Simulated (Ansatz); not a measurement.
**One elementary step**

Start structure (SiNH7S, closed shell), relaxed at PBE0-D4/def2-TZVP:

Si1  (-0.265, -0.145, 0.561)
H2  (1.146, -0.348, 0.142)
H3  (-1.129, -0.963, -0.340)
H4  (-0.667, 1.277, 0.422)
N5  (-0.359, -0.539, 2.237)
H6  (1.007, -0.161, -3.014)
S7  (0.212, 0.910, -2.868)
H8  (0.013, -1.416, 2.563)
H9  (-1.188, -0.294, 2.756)
H10  (1.232, 1.680, -2.460)
(Å)

The step: SiNH₅ ([NH2][SiH3]) + H₂S → SiNH₅S ([NH2][SiH2][SH]) + H₂; bonds formed: Si1–S7, H2–H6; bonds broken: Si1–H2, H6–S7. Ansatz 0.2.0; basis: def2-TZVPP and def2-QZVPP; cores frozen in the correlated methods. Extrapolation: Hartree–Fock as exp(−7.88 √X), correlation as X^−2.97. Energies below are by CCSD(T) at an estimated basis limit (MP2 extrapolated from triple and quadruple zeta, plus CCSD(T) − MP2 in triple zeta).

Question: What are the electronic barrier and the energy of the step, from the start structure to the end structure? (To be estimated.)

Answer: Computed: Barrier 43.50 kcal/mol; step energy -11.26 kcal/mol (downhill); reverse barrier, their difference, 54.77 kcal/mol. Barrier and step energy count from the start structure, the reverse barrier from the end structure.

The saddle point: One imaginary mode of 1081i cm⁻¹.
```
  pair  start (Å)  saddle (Å)  end (Å)
Si1–S7       3.62        2.52     2.14
 H2–H6       3.16        1.07     0.75
Si1–H2       1.49        1.68     4.17
 H6–S7       1.34        1.58     3.22
```

Zero-point energy (harmonic, PBE0-D4): ZPE is 41.83 kcal/mol at the start and 41.73 kcal/mol at the saddle, so the barrier goes from 43.50 to 43.41 kcal/mol.

No T1 diagnostic of these runs exceeds 0.013.

Labels in which every atom is bracketed show which atoms are joined, not bond orders.

For scale, one of the runs: CCSD(T)/def2-TZVPP, 213 basis functions (an equivalent command: `ansatz run in.yaml --threads 4`). Hardware: 4 CPU threads, shared host. Wall time 32 s; peak host memory 2.8 GiB.
